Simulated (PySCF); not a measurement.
# C5H7F: the cost of one run

Programs: PySCF 2.14.0, with density-fitted response routines of our own. Each step states its level of theory. These are calculated values for one molecule in the gas phase, unless marked as measured. Atoms count from 0, in the outputs and in this text.

**1. Starting geometry**

13 atoms, charge 0, multiplicity 1; geometry from: GFN2-xTB. The atoms were then displaced at random by about 0.01 Å, so the start is not that level's minimum.

Bonds of the start (Å): C0–C1 1.29, C1–C2 1.49, C2–C3 1.54, C3–C4 1.28, C4–F5 1.34, C0–H6 1.09, C0–H7 1.08, C1–H8 1.11, C2–H9 1.07, C2–H10 1.11, C3–H11 1.08, C4–H12 1.07.

**2. Geometry optimisation at PBE0-D3(BJ)/def2-SVP**

The job: settings as JSON, then the geometry in Å.

```
{"job": {"xc": "PBE0", "basis": "def2-SVP", "d3": "d3bj", "grid": 1, "shake": 0.01, "kind": "geom"}, "charge": 0, "multiplicity": 1}
C     -2.331170     0.215540     0.106060
C     -1.133800     0.052530     0.556960
C     -0.048880    -0.615390    -0.219540
C      1.131970     0.347780    -0.452080
C      2.336020     0.168430    -0.042100
F      2.723310    -0.912310     0.651680
H     -3.102160     0.726360     0.688460
H     -2.632610    -0.089950    -0.883660
H     -0.851690     0.409920     1.564810
H     -0.418670    -0.963090    -1.162100
H      0.333170    -1.476000     0.360440
H      0.868360     1.250840    -0.980970
H      3.131980     0.868450    -0.198290
```

Started as:

```console
OMP_NUM_THREADS=1 python probes_run.py task.json out
```

One launch serves the whole session: the jobs run in the order shown.

**Question.** How long does this first job take on 1 thread of Arm Neoverse V2, shared host, and how much memory does it need?

About 51 s, with a peak of 0.51 GiB.
